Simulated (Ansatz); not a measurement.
# C2HCl3: the cost of one run

Computed with Ansatz 0.2.0. Level: RKS PBE-D4/def2-TZVP.

## (1) The system as given

SMILES `ClC=C(Cl)Cl`, 6 atoms, charge 0, spin multiplicity 1.

Atoms are counted from 1 here; the program's logs count them from 0.

Bond lengths: Cl1–C2 1.721 Å, C2–C3 1.353 Å, C2–H6 1.098 Å, C3–Cl4 1.724 Å, C3–Cl5 1.734 Å. Angles: Cl1–C2–C3 123.5°, Cl1–C2–H6 116.0°, C3–C2–H6 120.5°, C2–C3–Cl4 123.6°, C2–C3–Cl5 120.3°, Cl4–C3–Cl5 116.1°.

Geometry (Å):

```mol
C2HCl3
  3D, bonds by distance, orders not assigned

  6  5  0  0  0  0  0  0  0  0999 V2000
   -0.0848   -1.8855    1.0687 Cl  0  0
    0.2798   -0.2630    0.6247 C   0  0
   -0.1635    0.3166   -0.5146 C   0  0
   -1.1523   -0.4908   -1.6737 Cl  0  0
    0.2549    1.9595   -0.8800 Cl  0  0
    0.9081    0.2993    1.3287 H   0  0
  1  2  8  0
  2  3  8  0
  2  6  8  0
  3  4  8  0
  3  5  8  0
M  END
```

This geometry comes from a loose relaxation at PBE in a small basis, which is not shown.

## (3) Setting up the map

First coordinate, bond length C3–Cl4: 11 values from 1.475 to 2.401 Å. Second coordinate, angle Cl5–C3–Cl4: 11 values from 80.9 to 150.9 °.

Nothing else is relaxed (all other coordinates rigid). Energies count from the relaxed molecule at the same level.

(The set-up runs are not shown.)

## (4) The run at bond length C3–Cl4 = 1.938 Å, angle Cl5–C3–Cl4 = 129.9°

Input file input.yaml:

```yaml
crystal:
  periodic: [false, false, false]
  atoms:
    - { symbol: Cl, position_ang: [-0.07849, -1.87493, 1.072597] }
    - { symbol: C, position_ang: [0.277146, -0.260996, 0.618773] }
    - { symbol: C, position_ang: [-0.164004, 0.31139, -0.511942] }
    - { symbol: Cl, position_ang: [-1.275438, -0.586186, -1.821489] }
    - { symbol: Cl, position_ang: [0.459735, 1.922538, -0.505558] }
    - { symbol: H, position_ang: [0.8995, 0.295116, 1.316845] }
basis:
  gaussian: { orbitals: def2-TZVP }
hamiltonian:
  xc: pbe
  dispersion: d4
output:
  forces: true
```

Run with:

```console
> ansatz run input.yaml --threads 1 --pin off --max-ram 2560MiB --backend cpu --events-out ev --progress --plain --runs-dir out
```

**Question.** How long does this run take on 1 thread of Arm Neoverse V1, shared host, and how much memory does it need?

About 5.3 s, with a peak of 0.21 GiB.
